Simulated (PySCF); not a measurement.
Gas-phase reaction: 2 CH₂F → CH₃CHF₂

Method: PySCF energies plus ideal-gas RRHO corrections (1 bar). † marks an energy on the PBE0/def2-TZVP geometry and frequencies; other levels use their own. MP2 freezes the core. 6-31G* has spherical d functions here. Open shells (unrestricted): CH₂F (multiplicity 2); the rest are closed-shell singlets. B3LYP is the form with VWN-RPA correlation. CH₂F: computed as isolated molecules; such fragments, hydroxides, amides, oligomers or adducts are transient or little studied in the gas. MP2 isn't extrapolated to the basis-set limit; its ΔH°(298 K) is -456.6 kJ in def2-SVP and -455.2 kJ in def2-TZVPP. The harmonic model lacks anharmonicity and excited electronic states, which grow with temperature; levels with a mode under 35 cm⁻¹ are left out. Internal rotation in CH₃CHF₂ is treated as a harmonic vibration of one conformer, which makes the entropy rough.

```
level              ΔE electronic, kJ  ΔH°(298 K), kJ  ΔS°(298 K), J/K  ΔG°(1000 K), kJ
-----------------  -----------------  --------------  ---------------  ---------------
B3LYP/6-31G*                    -456            -434             -190             -241
BLYP/def2-TZVP†                 -418            -396             -191             -202
HF/def2-TZVP†                   -346            -323             -191             -130
MP2/def2-SVP†                   -479            -457             -191             -263
PBE/def2-SVP                    -464            -442             -191             -249
PBE0/def2-QZVP†                 -445            -423             -191             -229
PBE0/def2-SVP†                  -464            -442             -191             -249
PBE0/def2-TZVP                  -448            -426             -191             -232
r2SCAN/def2-TZVP†               -434            -412             -191             -218
LDA/def2-TZVP†                  -524            -502             -191             -308
```
ΔH° is lowest at LDA/def2-TZVP† and highest at HF/def2-TZVP†. No reference value is set beside these.
